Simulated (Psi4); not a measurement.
Psi4 input (wB97X-D/6-31G*):

```
memory 1500 MB

molecule {
0 1
C     0.01118773    0.75889942   -0.01238914
C     1.30488840    1.02329449    0.00343307
Cl   -0.63700773   -0.85323169    0.00417952
H    -0.75905041    1.51625302   -0.03695357
H     2.05291747    0.24314247    0.02802818
H     1.63880765    2.05237986   -0.00839007
symmetry c1
no_reorient
no_com
}

set {
  basis 6-31G*
  reference rks
  scf_type pk
  dft_radial_points 99
  dft_spherical_points 590
  e_convergence 1e-8
  d_convergence 1e-7
  maxiter 150
}

e = energy('wb97x-d')
print_out(f'\nFINAL {e:.10f} DIPOLE {variable("CURRENT DIPOLE")[0]:.6f} {variable("CURRENT DIPOLE")[1]:.6f} {variable("CURRENT DIPOLE")[2]:.6f}\n')
```

From the last part of the output:

```

    Orbital Energies [Eh]
    ---------------------

    Doubly Occupied:

       1A   -101.716424     2A    -10.364374     3A    -10.311912
       4A     -9.588591     5A     -7.337110     6A     -7.327655
       7A     -7.327210     8A     -0.973345     9A     -0.849757
      10A     -0.678538    11A     -0.577358    12A     -0.536301
      13A     -0.466925    14A     -0.451501    15A     -0.394457
      16A     -0.341320

    Virtual:

      17A      0.075558    18A      0.120750    19A      0.194325
      20A      0.222081    21A      0.310554    22A      0.371434
      23A      0.467899    24A      0.518671    25A      0.538082
      26A      0.541966    27A      0.566166    28A      0.634936
      29A      0.659679    30A      0.712785    31A      0.755898
      32A      0.894495    33A      0.923490    34A      0.950295
      35A      0.957799    36A      0.961635    37A      0.974480
      38A      1.024226    39A      1.114700    40A      1.177433
      41A      1.192948    42A      1.381272    43A      1.525877
      44A      1.641813    45A      1.934826    46A      1.986074
      47A      2.060415    48A      2.164056    49A      2.361361
      50A      2.449697    51A      2.757272    52A      2.783438
      53A      4.148918    54A      4.283951    55A      4.432787

    Final Occupation by Irrep:
              A
    DOCC [    16 ]
    NA   [    16 ]
    NB   [    16 ]

  @RKS Final Energy:  -538.13874591945705

   => Energetics <=

    Nuclear Repulsion Energy =             88.8147290810347982
    One-Electron Energy =                -915.7017100011609045
    Two-Electron Energy =                 317.5356073525246074
    DFT Exchange-Correlation Energy =     -28.7864200970733428
    Empirical Dispersion Energy =          -0.0009522547821803
    VV10 Nonlocal Energy =                  0.0000000000000000
    Total Energy =                       -538.1387459194570511

Computation Completed

Properties will be evaluated at   0.000000,   0.000000,   0.000000 [a0]

Properties computed using the SCF density matrix

 Multipole Moments:

 ------------------------------------------------------------------------------------
     Multipole            Electronic (a.u.)      Nuclear  (a.u.)        Total (a.u.)
 ------------------------------------------------------------------------------------

 L = 1.  Multiply by 2.5417464519 to convert [e a0] to [Debye]
 Dipole X            :          0.2842319            0.0000002            0.2842320
 Dipole Y            :          0.5902158            0.0000002            0.5902159
 Dipole Z            :         -0.0053332           -0.0000001           -0.0053333
 Magnitude           :                                                    0.6551115

 ------------------------------------------------------------------------------------

FINAL -538.1387459195 DIPOLE 0.284232 0.590216 -0.005333

*** Psi4 exiting successfully. Buy a developer a beer!
```
